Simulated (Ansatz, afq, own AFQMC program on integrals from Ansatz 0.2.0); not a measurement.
## Breaking C1–H3 in CH3N, singlet

```
atom    x (Å)    y (Å)    z (Å)
   C  -0.0342  -0.3828   0.0369
   N   0.6306   0.6593  -0.2285
   H  -1.0973  -0.4032   0.3450
   H   0.4576  -1.3670  -0.0355
   H   0.0434   1.4937  -0.1179
```

Products: CH$_{2}$N (doublet; CH–NH) and H (doublet), each relaxed with PBE0/def2-SVP like the molecule; electronic energies without zero-point terms. Determinants: RHF, UHF and UHF in that order.

Basis def2-TZVP. Only valence electrons are correlated. Ansatz 0.2.0 and our own AFQMC program on the same integrals; the CISD trial comes from CCSD amplitudes, and released means the phaseless constraint is let go. ± is one standard error of the sampling. The errors of all members are added in quadrature.

No full CI on the walks' own integrals is used here; CCSDT(Q) serves as the reference and is uncertain by about the last step of the cluster series. Each member takes its own surest rung, up to full CI.

The best estimate is CCSD(T) at the basis-set limit (CBS: def2-TZVPP and def2-QZVPP, with their diffuse functions for anions and beside diffuse sets, CCSD(T) itself extrapolated) plus the step from CCSD(T) to CCSDT(Q) in def2-TZVP. Rows without CBS are in def2-TZVP; B2PLYP and the wave-function rows carry a basis error of their own. Core correlation and relativity beyond core potentials are missing, and ± holds the sampling alone.

Cautions: CH₃N (singlet): the released energies move by 1.5 errors or more from one time to the next, so no released level is given (meV from the phaseless value at times in 1/Eh: -6 ± 5 at 0.24, -7 ± 4 at 0.51, -8 ± 5 at 0.99, 3 ± 6 at 1.62, -15 ± 6 at 2.40), though the last usable value meets CCSDT(Q) within the noise; CH₂N (doublet): unrestricted determinant slightly spin contaminated (⟨S²⟩ 0.83 against 0.75).

Best estimate: 431.6 kJ/mol.

```csv
level,bond energy (kJ/mol),error against the best estimate (kJ/mol)
HF,341.4,-90.2
MP2,429.1,-2.5
CCSD,421.1,-10.6
CCSD(T),420.6,-11.1
CCSDT,419.3,-12.4
CCSDT(Q),418.9,-12.8
ph-AFQMC/CISD,419.3 ± 0.9,-12.4 ± 0.9
HF/CBS,342.5,-89.1
MP2/CBS,445.0,13.4
CCSD(T)/CBS,433.4,1.7
PBE,408.9,-22.7
r2SCAN,410.2,-21.4
PBE0,415.0,-16.6
B3LYP,419.2,-12.4
wB97M-V,428.8,-2.8
B2PLYP,417.1,-14.6
```

Correlation beyond CCSD(T) takes off 1.7 kJ/mol. Going to the basis-set limit adds 12.8 kJ/mol at CCSD(T). The perturbative (T) step is worth −0.5 kJ/mol. The functionals spread over 19.9 kJ/mol; wB97M-V comes nearest and PBE is 22.7 kJ/mol too low.

Best estimates are given only where the step beyond CCSD(T) is under 0.3 eV and no member's determinant is very poor (T1 over 0.05, or 0.07 for open shells, ⟨S²⟩ too high by 0.3, two states mixed), so the hardest cases are missing from such tables.

The functionals ran in a triple-zeta set and keep a basis error of their own, a few kJ/mol for each bond in atomization energies and more for double hybrids, so close places among them and the extrapolated levels can swap.

CCSDT and higher add their correlation energy to the determinant of the CCSD(T) run, since their own runs factorise the integrals more tightly (a shift of under 2 meV). Each member of a difference takes its own highest rung, so a best estimate needn't equal the limit plus the step of one row.
